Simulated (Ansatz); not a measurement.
This geometry of CH$_{2}$NO (5 atoms, charge 0, multiplicity 2) is a first-order saddle point.

Level of theory: UKS PBE0/def2-SVP (Ansatz).

```xyz
5
Properties=species:S:1:pos:R:3
N -0.846 0.159 -0.482
C 0.223 0.652 -0.188
O 1.253 0.209 0.526
H -1.687 -0.329 -0.703
H 1.056 -0.691 0.847
```

Question: Which two structures does it join? (They come from a converged band through this point; their orientation in space is the band's.)

Answer: No bond is made or broken. The dihedral H4–N1–C2–O3 changes from -180 to 0° by way of a nearly straight angle H4–N1–C2 (up to 175°), not by a turn about the bond.

Initial state:

```xyz
5
Properties=species:S:1:pos:R:3
N -0.907 -0.211 -0.260
C 0.164 0.424 -0.274
O 1.256 0.221 0.419
H -1.641 0.117 -0.885
H 1.129 -0.552 1.000
```

Final state:

```xyz
5
Properties=species:S:1:pos:R:3
N -0.886 0.352 -0.718
C 0.268 0.602 -0.372
O 1.176 0.131 0.455
H -1.393 -0.440 -0.303
H 0.836 -0.646 0.938
```

Question: How far does it lie above each of them?

Answer: 15.6 kcal/mol above the first and 6.9 kcal/mol above the second. This is the barrier of this one path; another mechanism may lie lower.

The run took 3 min on 1 CPU thread of a shared host.
